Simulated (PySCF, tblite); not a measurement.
# CH₆B₂: infrared bands, NMR shifts, spin-spin couplings, electronic excitations and core binding energies in gas and solvents, part 2 of 2

tblite 0.8.0 and PySCF 2.14.0. Atoms count from 0. The steps go on from the part before.

## (8) NMR shieldings: WP04/pcSseg-2

Job settings and geometry (Å):

```
{"job": {"kind": "nmr", "xc": "WP04", "basis": "pcSseg-2", "pop": false}, "charge": 0, "multiplicity": 1}
B      1.654747    -0.056181    -0.036932
B      0.074182    -0.347655     0.348956
C     -1.213031     0.303765    -0.266454
H      2.309633     0.803355     0.515609
H      2.246405    -0.718057    -0.864275
H     -0.108763    -1.160839     1.242232
H     -1.945519    -0.474896    -0.539408
H     -1.701836     0.875209     0.545532
H     -1.063069     0.977554    -1.120899
```

With the program's defaults for keys left out, this is: GIAO WP04/pcSseg-2 NMR shielding, non-relativistic, gas phase.

Standard output:

```text
coarse grid: 6984 points
cycle   1  E = -94.0841257271  dE = -1.810e-01  |g| = 4.732e-01  |ddm| = 1.700e+00
cycle   2  E = -94.0591869166  dE =  2.494e-02  |g| = 5.553e-01  |ddm| = 7.013e-01
cycle   3  E = -94.1444526154  dE = -8.527e-02  |g| = 4.664e-02  |ddm| = 3.663e-01
cycle   4  E = -94.1450720153  dE = -6.194e-04  |g| = 1.464e-02  |ddm| = 5.274e-02
cycle   5  E = -94.1451476801  dE = -7.566e-05  |g| = 2.893e-03  |ddm| = 1.734e-02
cycle   6  E = -94.1451502769  dE = -2.597e-06  |g| = 6.162e-04  |ddm| = 2.883e-03
final grid: 65856 points
cycle   7  E = -94.1555287598  dE = -8.060e-05  |g| = 6.041e-03  |ddm| = 2.857e-02
cycle   8  E = -94.1555241128  dE =  4.647e-06  |g| = 7.341e-03  |ddm| = 7.990e-03
cycle   9  E = -94.1555382554  dE = -1.414e-05  |g| = 5.004e-04  |ddm| = 4.488e-03
cycle  10  E = -94.1555383131  dE = -5.778e-08  |g| = 2.341e-04  |ddm| = 6.270e-04
cycle  11  E = -94.1555383317  dE = -1.852e-08  |g| = 2.758e-05  |ddm| = 2.371e-04
cycle  12  E = -94.1555383319  dE = -2.230e-10  |g| = 4.447e-06  |ddm| = 2.653e-05
converged SCF energy = -94.1555383319

GIAO shielding tensors (ppm)
atom      isotropic    diamagn.    paramagn.     s11        s22        s33       span
  0 B       -4.419     192.782    -197.201   -121.419    -18.007    126.169    247.588
  1 B       -6.735     191.313    -198.048   -114.499    -18.220    112.515    227.015
  2 C      161.717     242.602     -80.885    136.987    160.933    187.231     50.244
  3 H       23.516      29.761      -6.244     13.604     26.822     30.124     16.519
  4 H       23.513      29.738      -6.225     13.610     26.769     30.161     16.550
  5 H       23.720      30.190      -6.470     15.283     26.349     29.529     14.245
  6 H       30.425      29.104       1.321     27.024     28.806     35.446      8.422
  7 H       30.765      29.162       1.603     27.068     29.221     36.006      8.938
  8 H       30.151      30.345      -0.194     27.962     28.450     34.042      6.080
```

Wall time 27 s (1 thread of Intel Xeon at 2.50GHz, shared host); peak memory 0.78 GiB.

This run: δ C2 10.4, B1 100.9, B0 98.6, H3 8.10, H5 7.89 ppm (means over like atoms).

## (9) Core holes by ΔSCF: SCAN, X2C

The job, as its differences from that of step 8:

```diff
@@ -1,2 +1,2 @@
-{"job": {"kind": "nmr", "xc": "WP04", "basis": "pcSseg-2", "pop": false}, "charge": 0, "multiplicity": 1}
+{"job": {"kind": "xps"}, "charge": 0, "multiplicity": 1}
 B      1.654747    -0.056181    -0.036932
```

With the program's defaults for keys left out, this is: delta-SCF UKS SCAN, pcX-2 on the ionised atom, pcseg-1 elsewhere, spin-free X2C.

Standard output:

```text
ground state, core basis on atom 0 (B), 103 functions
  cycle   1  E = -91.28054563  |g| = 3.74e-01
  cycle   2  E = -91.26135264  |g| = 4.52e-01
  cycle   3  E = -91.32194731  |g| = 4.03e-02
  cycle   4  E = -91.32246962  |g| = 1.39e-02
  cycle   5  E = -91.32253109  |g| = 2.94e-03
  cycle   6  E = -91.32253396  |g| = 8.69e-04
  cycle   7  E = -91.32253377  |g| = 1.28e-04
  E(ground) = -91.32609734 Eh
hole in B 1s of atom 0
  cycle   1  E = -83.72052635  |g| = 1.14e+00
  cycle   2  E = -82.03159345  |g| = 1.80e+00
  cycle   3  E = -83.94020830  |g| = 5.02e-01
  cycle   4  E = -84.09693528  |g| = 2.14e-01
  cycle   5  E = -84.12258213  |g| = 5.57e-02
  cycle   6  E = -84.12444059  |g| = 1.73e-02
  cycle   7  E = -84.12465498  |g| = 1.57e-02
  cycle   8  E = -84.12487591  |g| = 5.82e-03
  cycle   9  E = -84.12493882  |g| = 3.45e-03
  cycle  10  E = -84.12495840  |g| = 1.09e-03
  cycle  11  E = -84.12496001  |g| = 5.89e-04
  cycle  12  E = -84.12496045  |g| = 3.55e-04
  E(ion) = -84.12838298 Eh   <S^2> = 0.8466   hole on atom = 1.000   binding energy = 195.860 eV
ground state, core basis on atom 1 (B), 103 functions
  cycle   1  E = -91.32331691  |g| = 4.75e-02
  cycle   2  E = -91.32329729  |g| = 2.23e-02
  cycle   3  E = -91.32340222  |g| = 1.25e-02
  cycle   4  E = -91.32345373  |g| = 1.34e-03
  cycle   5  E = -91.32345563  |g| = 2.79e-04
  E(ground) = -91.32685430 Eh
hole in B 1s of atom 1
  cycle   1  E = -83.72647878  |g| = 1.15e+00
  cycle   2  E = -82.19793738  |g| = 1.79e+00
  cycle   3  E = -83.98612835  |g| = 4.38e-01
  cycle   4  E = -84.12217135  |g| = 1.23e-01
  cycle   5  E = -84.12944430  |g| = 7.11e-02
  cycle   6  E = -84.13252888  |g| = 1.74e-02
  cycle   7  E = -84.13273864  |g| = 5.34e-03
  cycle   8  E = -84.13276635  |g| = 2.57e-03
  cycle   9  E = -84.13277495  |g| = 9.65e-04
  cycle  10  E = -84.13277698  |g| = 2.52e-04
  E(ion) = -84.13627490 Eh   <S^2> = 0.7872   hole on atom = 1.000   binding energy = 195.666 eV
ground state, core basis on atom 2 (C), 103 functions
  cycle   1  E = -91.33005989  |g| = 5.70e-02
  cycle   2  E = -91.33001798  |g| = 1.93e-02
  cycle   3  E = -91.33001873  |g| = 1.97e-02
  cycle   4  E = -91.33012655  |g| = 1.46e-03
  cycle   5  E = -91.33012646  |g| = 6.75e-05
  E(ground) = -91.33268978 Eh
hole in C 1s of atom 2
  cycle   1  E = -80.10219746  |g| = 1.50e+00
  cycle   2  E = -79.64128788  |g| = 1.66e+00
  cycle   3  E = -80.62720809  |g| = 2.85e-01
  cycle   4  E = -80.65845015  |g| = 5.21e-02
  cycle   5  E = -80.65954154  |g| = 1.96e-02
  cycle   6  E = -80.65977255  |g| = 6.10e-03
  cycle   7  E = -80.65980207  |g| = 1.87e-03
  cycle   8  E = -80.65980488  |g| = 7.08e-04
  cycle   9  E = -80.65980578  |g| = 2.71e-04
  E(ion) = -80.66112102 Eh   <S^2> = 0.7664   hole on atom = 1.000   binding energy = 290.388 eV
```

It took 24 s on 1 thread of Intel Xeon at 2.50GHz, shared host; peak memory 0.49 GiB.

The holes in one table. −ε is the ground-state orbital energy:

| hole | stands for | environment | ΔSCF (eV) | −ε (eV) | ⟨S²⟩ |
| --- | --- | --- | --- | --- | --- |
| B1s on B0 | B0 | boron bonded to B, 2 H | 195.86 | 179.9 | 0.847 |
| B1s on B1 | B1 | boron bonded to C, B, H | 195.67 | 179.8 | 0.787 |
| C1s on C2 | C2 | methyl carbon bonded to B | 290.39 | 273.2 | 0.766 |

## (10) Shielding tensors: PBE0/pcSseg-1 in dichloromethane

The job, as its differences from that of step 9:

```diff
@@ -1,2 +1,2 @@
-{"job": {"kind": "xps"}, "charge": 0, "multiplicity": 1}
+{"job": {"kind": "nmr", "xc": "PBE0", "basis": "pcSseg-1", "solvent": "dichloromethane", "pop": true}, "charge": 0, "multiplicity": 1}
 B      1.654747    -0.056181    -0.036932
```

With the program's defaults for keys left out, this is: GIAO PBE0/pcSseg-1 NMR shielding, non-relativistic, IEF-PCM dichloromethane.

Standard output:

```text
coarse grid: 6984 points
cycle   1  E = -91.1774021509  dE = -1.172e-01  |g| = 2.861e-01  |ddm| = 2.363e+00
cycle   2  E = -91.1784834261  dE = -1.081e-03  |g| = 2.939e-01  |ddm| = 4.891e-01
cycle   3  E = -91.2019438356  dE = -2.346e-02  |g| = 2.366e-02  |ddm| = 2.386e-01
cycle   4  E = -91.2020964321  dE = -1.526e-04  |g| = 8.768e-03  |ddm| = 3.408e-02
cycle   5  E = -91.2021240342  dE = -2.760e-05  |g| = 9.378e-04  |ddm| = 1.024e-02
cycle   6  E = -91.2021242923  dE = -2.581e-07  |g| = 2.154e-04  |ddm| = 1.160e-03
final grid: 65856 points
cycle   7  E = -91.2171558189  dE = -1.551e-05  |g| = 4.884e-03  |ddm| = 1.334e-02
cycle   8  E = -91.2171552191  dE =  5.998e-07  |g| = 5.257e-03  |ddm| = 8.031e-03
cycle   9  E = -91.2171625252  dE = -7.306e-06  |g| = 3.557e-04  |ddm| = 3.952e-03
cycle  10  E = -91.2171625668  dE = -4.164e-08  |g| = 3.772e-05  |ddm| = 4.010e-04
cycle  11  E = -91.2171625673  dE = -4.735e-10  |g| = 1.051e-05  |ddm| = 4.825e-05
converged SCF energy = -91.2171625673

GIAO shielding tensors (ppm)
atom      isotropic    diamagn.    paramagn.     s11        s22        s33       span
  0 B       -4.608     195.529    -200.137   -132.807    -15.764    134.746    267.552
  1 B       -4.706     192.439    -197.145   -119.162    -13.485    118.530    237.692
  2 C      171.355     251.340     -79.984    140.932    169.747    203.387     62.455
  3 H       21.596      28.720      -7.124     10.068     25.289     29.430     19.362
  4 H       21.588      28.718      -7.130     10.074     25.218     29.472     19.398
  5 H       22.060      28.995      -6.935     12.575     24.664     28.941     16.366
  6 H       29.786      28.940       0.847     26.132     27.739     35.488      9.357
  7 H       30.098      28.900       1.199     26.059     28.109     36.128     10.069
  8 H       29.489      30.422      -0.933     27.204     27.717     33.547      6.343
```

Run time: 10 s. Hardware: 1 thread of Intel Xeon at 2.50GHz, shared host; peak memory 0.49 GiB.

In short: δ C2 14.0, B1 106.0, B0 105.9, H3 9.65, H5 9.18 ppm (means over like atoms).

## (11) Shielding tensors: PBE0/pcSseg-1 in water

The job, as its differences from that of step 10:

```diff
@@ -1,2 +1,2 @@
-{"job": {"kind": "nmr", "xc": "PBE0", "basis": "pcSseg-1", "solvent": "dichloromethane", "pop": true}, "charge": 0, "multiplicity": 1}
+{"job": {"kind": "nmr", "xc": "PBE0", "basis": "pcSseg-1", "solvent": "water", "pop": false}, "charge": 0, "multiplicity": 1}
 B      1.654747    -0.056181    -0.036932
```

With the program's defaults for keys left out, this is: GIAO PBE0/pcSseg-1 NMR shielding, non-relativistic, IEF-PCM water.

Standard output:

```text
coarse grid: 6984 points
cycle   1  E = -91.1775714868  dE = -1.173e-01  |g| = 2.859e-01  |ddm| = 2.363e+00
cycle   2  E = -91.1788646654  dE = -1.293e-03  |g| = 2.926e-01  |ddm| = 4.882e-01
cycle   3  E = -91.2021167538  dE = -2.325e-02  |g| = 2.380e-02  |ddm| = 2.356e-01
cycle   4  E = -91.2022712271  dE = -1.545e-04  |g| = 8.690e-03  |ddm| = 3.360e-02
cycle   5  E = -91.2022983910  dE = -2.716e-05  |g| = 8.922e-04  |ddm| = 1.009e-02
cycle   6  E = -91.2022986232  dE = -2.322e-07  |g| = 2.109e-04  |ddm| = 1.069e-03
final grid: 65856 points
cycle   7  E = -91.2173306490  dE = -1.556e-05  |g| = 4.870e-03  |ddm| = 1.333e-02
cycle   8  E = -91.2173301078  dE =  5.412e-07  |g| = 5.226e-03  |ddm| = 7.923e-03
cycle   9  E = -91.2173373122  dE = -7.204e-06  |g| = 3.566e-04  |ddm| = 3.890e-03
cycle  10  E = -91.2173373540  dE = -4.183e-08  |g| = 3.654e-05  |ddm| = 3.956e-04
cycle  11  E = -91.2173373545  dE = -4.534e-10  |g| = 1.002e-05  |ddm| = 4.812e-05
converged SCF energy = -91.2173373545

GIAO shielding tensors (ppm)
atom      isotropic    diamagn.    paramagn.     s11        s22        s33       span
  0 B       -4.430     195.539    -199.968   -132.663    -15.500    134.874    267.537
  1 B       -4.619     192.362    -196.980   -118.929    -13.389    118.462    237.392
  2 C      171.403     251.391     -79.989    140.814    169.846    203.547     62.733
  3 H       21.609      28.744      -7.135     10.086     25.298     29.443     19.357
  4 H       21.602      28.743      -7.141     10.091     25.228     29.487     19.396
  5 H       22.075      29.016      -6.941     12.588     24.674     28.962     16.374
  6 H       29.776      28.921       0.855     26.119     27.721     35.490      9.371
  7 H       30.079      28.872       1.207     26.033     28.076     36.128     10.095
  8 H       29.478      30.411      -0.933     27.187     27.708     33.540      6.352
```

Wall time 7.3 s (1 thread of Intel Xeon at 2.50GHz, shared host); peak memory 0.49 GiB.

Key values: δ C2 14.1, B1 106.0, B0 105.8, H3 9.63, H5 9.16 ppm (means over like atoms).

## (12) Ultraviolet spectrum: PBE0/def2-SVPD in dichloromethane

The job, as its differences from that of step 11:

```diff
@@ -1,2 +1,2 @@
-{"job": {"kind": "nmr", "xc": "PBE0", "basis": "pcSseg-1", "solvent": "water", "pop": false}, "charge": 0, "multiplicity": 1}
+{"job": {"kind": "uv", "xc": "PBE0", "basis": "def2-SVPD", "solvent": "dichloromethane", "nstates": 6, "ntriplets": 0}, "charge": 0, "multiplicity": 1}
 B      1.654747    -0.056181    -0.036932
```

Level: TDDFT PBE0/def2-SVPD, vertical, IEF-PCM dichloromethane (non-equilibrium linear response), core orbitals frozen in the response.

Standard output:

```text
coarse grid: 6984 points
cycle   1  E = -91.1281848344  dE = -1.381e-01  |g| = 2.732e-01  |ddm| = 3.066e+00
cycle   2  E = -91.1292864734  dE = -1.102e-03  |g| = 2.796e-01  |ddm| = 7.363e-01
cycle   3  E = -91.1510553591  dE = -2.177e-02  |g| = 2.227e-02  |ddm| = 2.965e-01
cycle   4  E = -91.1511937816  dE = -1.384e-04  |g| = 8.702e-03  |ddm| = 4.651e-02
cycle   5  E = -91.1512222950  dE = -2.851e-05  |g| = 9.324e-04  |ddm| = 1.630e-02
cycle   6  E = -91.1512225707  dE = -2.757e-07  |g| = 2.177e-04  |ddm| = 1.738e-03
final grid: 65856 points
cycle   7  E = -91.1661623955  dE = -1.476e-05  |g| = 4.746e-03  |ddm| = 4.386e-02
cycle   8  E = -91.1661616500  dE =  7.456e-07  |g| = 5.151e-03  |ddm| = 1.064e-02
cycle   9  E = -91.1661688565  dE = -7.207e-06  |g| = 3.155e-04  |ddm| = 5.290e-03
cycle  10  E = -91.1661688910  dE = -3.448e-08  |g| = 3.350e-05  |ddm| = 5.161e-04
cycle  11  E = -91.1661688915  dE = -4.293e-10  |g| = 1.096e-05  |ddm| = 7.557e-05
converged SCF energy = -91.1661688915

Static polarisability (au): isotropic 55.834, principal 48.620 51.144 67.739

Singlet excitations
state   eV       nm        f      main configurations
  1   4.6760    265.2   0.00399   H->L 0.98
  2   5.1624    240.2   0.00184   H->L+1 0.99
  3   6.0952    203.4   0.00004   H-2->L 0.97
  4   6.4294    192.8   0.00172   H-1->L+1 0.97
  5   6.6608    186.1   0.09658   H-1->L 0.96
  6   7.5673    163.8   0.32940   H-2->L+1 0.87, H->L+2 0.08
```

It took 9.5 s on 1 thread of Intel Xeon at 2.50GHz, shared host; peak memory 0.49 GiB.

This run: HOMO -7.95 eV, LUMO -1.51 eV; lowest singlet 4.68 eV.

## (13) Side by side: NMR shifts

Shifts (ppm), means over like atoms, with basis size and wall time:

```csv
run,C2,H3,H5,H6,B0,B1,functions,time
PBE0/pcSseg-1,13.3,9.74,9.28,1.40,106.2,105.9,81,15 s
WP04/pcSseg-2,10.4,8.10,7.89,1.16,98.6,100.9,192,27 s
PBE0/pcSseg-1 in dichloromethane,14.0,9.65,9.18,1.45,105.9,106.0,81,10 s
PBE0/pcSseg-1 in water,14.1,9.63,9.16,1.46,105.8,106.0,81,7.3 s
```

The continuum's effect on the ground state:

```csv
solvent,ε,polarisation energy (Eh),μ (D)
dichloromethane,8.93,-0.0010,0.86
water,78.36,-0.0012,0.89
```

## (14) Comparing the runs: electronic excitations

Excitations and ground-state properties, with basis size and wall time:

```csv
run,lowest singlet (eV),brightest (eV),f,gap (eV),α (Å³),μ (D),functions,time
PBE0/def2-SVPD,4.70,7.61,0.271,6.45,6.66,0.73,108,36 s
PBE0/def2-SVPD in dichloromethane,4.68,7.57,0.329,6.44,8.27,0.89,108,9.5 s
```

## (15) Summary of results

This closing draws on all 2 parts.

| quantity | value |
| --- | --- |
| strongest single infrared mode (GFN2-xTB) | 2549 cm⁻¹, 137 km/mol |
| zero-point energy (GFN2-xTB) | 41.9 kcal/mol |
| point group | C1 |
| rotational constants (main isotopes) | 40.44, 7.16, 6.68 GHz |
| 13C shifts against TMS (PBE0/pcSseg-1) | 13.3 ppm |
| 1H shifts against TMS (PBE0/pcSseg-1, means over atoms taken as alike) | 9.74, 9.28, 1.40 ppm |
| 11B shifts against BF3·OEt2 (PBE0/pcSseg-1) | 106.2, 105.9 ppm |
| surface potential, 1st and 99th percentile | -0.34 V and 1.33 V |
| largest coupling of the table (B3LYP/pcJ-1) | 1J(C,H) C2–H6, 127.0 Hz |
| lowest singlet (PBE0/def2-SVPD) | 4.70 eV (264 nm), f = 0.003 |
| brightest single state of those computed | state 6, 7.61 eV, f = 0.271 |
| lowest triplet | 3.88 eV |
| vertical ionisation energy (ΔSCF) | 10.36 eV |
| vertical electron affinity (ΔSCF) | -0.25 eV (unbound: the value hangs on the basis) |
| B1s binding energies, SCAN/pcX-2 | B0 195.86, B1 195.67 eV |
| C1s binding energies, SCAN/pcX-2 | C2 290.39 eV |
| range of the shift of C2 (PBE0/pcSseg-1 runs) | 13.3 to 14.1 ppm |
| range of the lowest singlet | 4.68 to 4.70 eV |

What this shows: Relaxing lowered the energy by 0.666 eV in 40 steps; the close pair that moved most is B0–B1, from 1.678 to 1.624 Å (GFN2-xTB). All 21 modes are real, so the xTB geometry is a minimum. The strongest single mode, at 2549 cm⁻¹, moves mainly H5. Unscaled tight-binding wavenumbers are off by several per cent, some by more. Its intensities can rank the bands wrongly. Relaxing lowered the energy by 0.130 eV in 5 steps; the close pair that moved most is B0–H4, from 1.164 to 1.214 Å (PBE0/def2-SVP). At PBE0/pcSseg-1: The widest tensor belongs to B0: span 267 ppm, with a paramagnetic part of -201 ppm. At PBE0/pcSseg-1, counted by nearest atom on the grid, the HOMO lies on B0, B1 about 28 % each; H5 16 %, the LUMO on B0 54 %; H3, H4 about 15 % each. Of the pairs tabulated at B3LYP/pcJ-1, C2–H6 (mean over like pairs) couples most strongly (127.0 Hz; Fermi contact 124.6 Hz). The orbital energy would give 8.02 eV for ionisation, ΔSCF gives 10.36 eV. The continuum holds electrostatics alone: no hydrogen bonds to the solvent, and the gas-phase geometry is kept. The lowest singlet runs from 4.68 eV (PBE0/def2-SVPD in dichloromethane) to 4.70 eV (PBE0/def2-SVPD), while the orbital gap spans 6.44 to 6.45 eV. The lowest state need not be the same one in every run. The runs solved for a few states only, so the brightest column depends on that window.
